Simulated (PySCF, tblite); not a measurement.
# CH₂F₂: deprotonation, part 2 of 2

tblite 0.8.0 and PySCF 2.14.0. Atoms count from 0. Earlier steps stand in the parts before.

## 16. Deprotonation: CCSD(T)/ma-def2-TZVP

This step combines the energies above: geometries from PBE0-D3(BJ)/ma-def2-SVP, zero-point and thermal terms from PBE0-D3(BJ)/ma-def2-SVP.

Job settings and geometry (Å):

```
{"job": {"kind": "ac", "geom": {"xc": "PBE0", "basis": "ma-def2-SVP", "d3": "d3bj", "grid": 1}, "hess": 1, "level": {"xc": "CCSD(T)", "basis": "ma-def2-TZVP"}}, "charge": 0, "multiplicity": 1}
F     -1.072553    -0.745435    -0.071115
C      0.001514     0.069974     0.000868
F      1.122427    -0.675588    -0.103721
H      0.000114     0.574646     0.980979
H     -0.033361     0.779587    -0.842117
```

Output (the driver's rows laid out field by field):

```text
deprotonation site by site, CCSD(T)/ma-def2-TZVP // PBE0-D3(BJ)/ma-def2-SVP

row 1
  formula                 CHF2
  charge                  -1
  multiplicity            1
  smiles                  F[CH-]F
  kept                    yes
  pieces                  1
  point_group             Cs
  atom                    1
  element                 C
  electronic              1706.32
  enthalpy                1670.84
  free_energy             1636.12
  share_gas               1.0
```

Wall time 2 min (1 thread of Arm Neoverse V2, shared host); peak memory 1 GiB.

Energy needed to remove a proton (kJ/mol, gas phase, 298 K for the thermal columns):

| site | product | electronic | enthalpy | free energy |
| --- | --- | --- | --- | --- |
| C1 | F[CH-]F | 1706.3 | 1670.8 | 1636.1 |

## 17. Single point (CH₂F₂): wavefunction

Geometry: PBE0-D3(BJ)/ma-def2-SVP.

Job settings and geometry (Å):

```
{"job": {"kind": "sp", "xc": "MP2", "basis": "ma-def2-TZVP", "grid": 2}, "charge": 0, "multiplicity": 1}
F     -1.072553    -0.745435    -0.071115
C      0.001514     0.069974     0.000868
F      1.122427    -0.675588    -0.103721
H      0.000114     0.574646     0.980979
H     -0.033361     0.779587    -0.842117
```

With the program's defaults for keys left out, this is: wavefunction single point, frozen core, gas phase.

Log:

```text
final grid: 45160 points
cycle   1  E = -237.9116490476  dE =  2.903e-01  |g| = 7.003e-01  |ddm| = 1.344e+00
cycle   2  E = -237.9814147796  dE = -6.977e-02  |g| = 4.245e-01  |ddm| = 5.238e-01
cycle   3  E = -238.0076441631  dE = -2.623e-02  |g| = 4.751e-02  |ddm| = 1.663e-01
cycle   4  E = -238.0082487444  dE = -6.046e-04  |g| = 1.516e-02  |ddm| = 4.269e-02
cycle   5  E = -238.0083249229  dE = -7.618e-05  |g| = 3.172e-03  |ddm| = 1.614e-02
cycle   6  E = -238.0083307244  dE = -5.802e-06  |g| = 7.601e-04  |ddm| = 5.095e-03
cycle   7  E = -238.0083310229  dE = -2.985e-07  |g| = 1.353e-04  |ddm| = 1.075e-03
cycle   8  E = -238.0083310334  dE = -1.049e-08  |g| = 2.419e-05  |ddm| = 1.817e-04
cycle   9  E = -238.0083310337  dE = -2.905e-10  |g| = 4.983e-06  |ddm| = 3.719e-05
converged SCF energy = -238.0083310337
E(HF, exact integrals) = -238.0084011886
E(MP2) = -238.6734190161
```

It took 2.1 s on 1 thread of Arm Neoverse V2, shared host; peak memory 0.53 GiB.

## 18. Single point (CHF2−, F[CH-]F, multiplicity 1): wavefunction

Geometry: PBE0-D3(BJ)/ma-def2-SVP.

Job settings and geometry (Å):

```
{"job": {"kind": "sp", "xc": "MP2", "basis": "ma-def2-TZVP", "grid": 2}, "charge": -1, "multiplicity": 1}
F      1.046872     0.466030    -0.677991
C      0.033496    -0.081335     0.205761
F     -1.175408     0.226807    -0.537253
H      0.133584    -1.173156    -0.052253
```

Method: wavefunction single point, frozen core, gas phase.

Log:

```text
final grid: 39792 points
cycle   1  E = -237.2651696718  dE = -1.370e-01  |g| = 6.518e-01  |ddm| = 1.435e+00
cycle   2  E = -237.3140805349  dE = -4.891e-02  |g| = 4.653e-01  |ddm| = 6.326e-01
cycle   3  E = -237.3437877704  dE = -2.971e-02  |g| = 4.336e-02  |ddm| = 1.882e-01
cycle   4  E = -237.3452463280  dE = -1.459e-03  |g| = 1.542e-02  |ddm| = 1.075e-01
cycle   5  E = -237.3455109084  dE = -2.646e-04  |g| = 5.030e-03  |ddm| = 6.143e-02
cycle   6  E = -237.3455414079  dE = -3.050e-05  |g| = 1.623e-03  |ddm| = 2.445e-02
cycle   7  E = -237.3455437133  dE = -2.305e-06  |g| = 4.412e-04  |ddm| = 6.352e-03
cycle   8  E = -237.3455439629  dE = -2.495e-07  |g| = 1.370e-04  |ddm| = 2.493e-03
cycle   9  E = -237.3455439838  dE = -2.096e-08  |g| = 3.227e-05  |ddm| = 9.832e-04
cycle  10  E = -237.3455439848  dE = -9.674e-10  |g| = 1.447e-05  |ddm| = 2.062e-04
converged SCF energy = -237.3455439848
E(HF, exact integrals) = -237.3456583937
E(MP2) = -238.0241177524
```

Wall time 1.7 s (1 thread of Arm Neoverse V2, shared host); peak memory 0.49 GiB.

## 19. Deprotonation: MP2/ma-def2-TZVP

This step combines the energies above: geometries from PBE0-D3(BJ)/ma-def2-SVP, zero-point and thermal terms from PBE0-D3(BJ)/ma-def2-SVP.

Job settings and geometry (Å):

```
{"job": {"kind": "ac", "geom": {"xc": "PBE0", "basis": "ma-def2-SVP", "d3": "d3bj", "grid": 1}, "hess": 1, "level": {"xc": "MP2", "basis": "ma-def2-TZVP"}}, "charge": 0, "multiplicity": 1}
F     -1.072553    -0.745435    -0.071115
C      0.001514     0.069974     0.000868
F      1.122427    -0.675588    -0.103721
H      0.000114     0.574646     0.980979
H     -0.033361     0.779587    -0.842117
```

Output (the driver's rows laid out field by field):

```text
deprotonation site by site, MP2/ma-def2-TZVP // PBE0-D3(BJ)/ma-def2-SVP

row 1
  formula                 CHF2
  charge                  -1
  multiplicity            1
  smiles                  F[CH-]F
  kept                    yes
  pieces                  1
  point_group             Cs
  atom                    1
  element                 C
  electronic              1704.74
  enthalpy                1669.26
  free_energy             1634.54
  share_gas               1.0
```

Wall time 3.9 s (1 thread of Arm Neoverse V2, shared host); peak memory 0.49 GiB.

Energy needed to remove a proton (kJ/mol, gas phase, 298 K for the thermal columns):

| site | product | electronic | enthalpy | free energy |
| --- | --- | --- | --- | --- |
| C1 | F[CH-]F | 1704.7 | 1669.3 | 1634.5 |

## 20. Single point (CH2F2): HF/ma-def2-TZVP

Geometry: PBE0-D3(BJ)/ma-def2-SVP.

Job settings and geometry (Å):

```
{"job": {"kind": "sp", "xc": "HF", "basis": "ma-def2-TZVP", "grid": 2}, "charge": 0, "multiplicity": 1}
F     -1.072553    -0.745435    -0.071115
C      0.001514     0.069974     0.000868
F      1.122427    -0.675588    -0.103721
H      0.000114     0.574646     0.980979
H     -0.033361     0.779587    -0.842117
```

Log:

```text
final grid: 45160 points
cycle   1  E = -237.9116490476  dE =  2.903e-01  |g| = 7.003e-01  |ddm| = 1.344e+00
cycle   2  E = -237.9814147796  dE = -6.977e-02  |g| = 4.245e-01  |ddm| = 5.238e-01
cycle   3  E = -238.0076441631  dE = -2.623e-02  |g| = 4.751e-02  |ddm| = 1.663e-01
cycle   4  E = -238.0082487444  dE = -6.046e-04  |g| = 1.516e-02  |ddm| = 4.269e-02
cycle   5  E = -238.0083249229  dE = -7.618e-05  |g| = 3.172e-03  |ddm| = 1.614e-02
cycle   6  E = -238.0083307244  dE = -5.802e-06  |g| = 7.601e-04  |ddm| = 5.095e-03
cycle   7  E = -238.0083310229  dE = -2.985e-07  |g| = 1.353e-04  |ddm| = 1.075e-03
cycle   8  E = -238.0083310334  dE = -1.049e-08  |g| = 2.419e-05  |ddm| = 1.817e-04
cycle   9  E = -238.0083310337  dE = -2.905e-10  |g| = 4.983e-06  |ddm| = 3.719e-05
converged SCF energy = -238.0083310337
```

It took 0.34 s on 1 thread of Arm Neoverse V2, shared host; peak memory 0.35 GiB.

## 21. Single point (CHF₂−, F[CH-]F, multiplicity 1): HF/ma-def2-TZVP

Geometry: PBE0-D3(BJ)/ma-def2-SVP.

Job settings and geometry (Å):

```
{"job": {"kind": "sp", "xc": "HF", "basis": "ma-def2-TZVP", "grid": 2}, "charge": -1, "multiplicity": 1}
F      1.046872     0.466030    -0.677991
C      0.033496    -0.081335     0.205761
F     -1.175408     0.226807    -0.537253
H      0.133584    -1.173156    -0.052253
```

Log:

```text
final grid: 39792 points
cycle   1  E = -237.2651696718  dE = -1.370e-01  |g| = 6.518e-01  |ddm| = 1.435e+00
cycle   2  E = -237.3140805349  dE = -4.891e-02  |g| = 4.653e-01  |ddm| = 6.326e-01
cycle   3  E = -237.3437877704  dE = -2.971e-02  |g| = 4.336e-02  |ddm| = 1.882e-01
cycle   4  E = -237.3452463280  dE = -1.459e-03  |g| = 1.542e-02  |ddm| = 1.075e-01
cycle   5  E = -237.3455109084  dE = -2.646e-04  |g| = 5.030e-03  |ddm| = 6.143e-02
cycle   6  E = -237.3455414079  dE = -3.050e-05  |g| = 1.623e-03  |ddm| = 2.445e-02
cycle   7  E = -237.3455437133  dE = -2.305e-06  |g| = 4.412e-04  |ddm| = 6.352e-03
cycle   8  E = -237.3455439629  dE = -2.495e-07  |g| = 1.370e-04  |ddm| = 2.493e-03
cycle   9  E = -237.3455439838  dE = -2.096e-08  |g| = 3.227e-05  |ddm| = 9.832e-04
cycle  10  E = -237.3455439848  dE = -9.674e-10  |g| = 1.447e-05  |ddm| = 2.062e-04
converged SCF energy = -237.3455439848
```

Run time: 0.31 s. Hardware: 1 thread of Arm Neoverse V2, shared host; peak memory 0.35 GiB.

## 22. Deprotonation: HF/ma-def2-TZVP

This step combines the energies above: geometries from PBE0-D3(BJ)/ma-def2-SVP, zero-point and thermal terms from PBE0-D3(BJ)/ma-def2-SVP.

Job settings and geometry (Å):

```
{"job": {"kind": "ac", "geom": {"xc": "PBE0", "basis": "ma-def2-SVP", "d3": "d3bj", "grid": 1}, "hess": 1, "level": {"xc": "HF", "basis": "ma-def2-TZVP"}}, "charge": 0, "multiplicity": 1}
F     -1.072553    -0.745435    -0.071115
C      0.001514     0.069974     0.000868
F      1.122427    -0.675588    -0.103721
H      0.000114     0.574646     0.980979
H     -0.033361     0.779587    -0.842117
```

Output (the driver's rows laid out field by field):

```text
deprotonation site by site, HF/ma-def2-TZVP // PBE0-D3(BJ)/ma-def2-SVP

row 1
  formula                 CHF2
  charge                  -1
  multiplicity            1
  smiles                  F[CH-]F
  kept                    yes
  pieces                  1
  point_group             Cs
  atom                    1
  element                 C
  electronic              1740.15
  enthalpy                1704.66
  free_energy             1669.95
  share_gas               1.0
```

Wall time 0.71 s (1 thread of Arm Neoverse V2, shared host); peak memory 0.35 GiB.

Energy needed to remove a proton (kJ/mol, gas phase, 298 K for the thermal columns):

| site | product | electronic | enthalpy | free energy |
| --- | --- | --- | --- | --- |
| C1 | F[CH-]F | 1740.2 | 1704.7 | 1670.0 |

## 23. Outcome

The summary covers parts 1 to 2.

```
                                      quantity                   value
     strongest single infrared mode (GFN2-xTB)   1063 cm⁻¹, 208 km/mol
                  zero-point energy (GFN2-xTB)           19.2 kcal/mol
                                   point group                     C2v
          rotational constants (main isotopes)  49.75, 10.64, 9.31 GHz
         surface potential, 1st and 99th percentile      -0.82 V and 1.41 V
 ΔH of deprotonation, C1 (M06-2X/ma-def2-TZVP)           1662.7 kJ/mol
ΔH of deprotonation, C1 (CCSD(T)/ma-def2-TZVP)           1670.8 kJ/mol
    ΔH of deprotonation, C1 (MP2/ma-def2-TZVP)           1669.3 kJ/mol
     ΔH of deprotonation, C1 (HF/ma-def2-TZVP)           1704.7 kJ/mol
```

**Reading.** All 9 modes are real, so the xTB geometry is a minimum. Unscaled tight-binding wavenumbers are off by several per cent, some by more. Its intensities can rank the bands wrongly. The optimisation took 2 steps and gained 0.004 eV; among the close pairs (by a distance rule), F0–C1 changed most, from 1.344 to 1.350 Å (PBE0/ma-def2-SVP). The ΔH of deprotonation at C1 is 1662.7 kJ/mol at M06-2X/ma-def2-TZVP; zero-point and thermal terms move it by -35.5 kJ/mol from the electronic value.
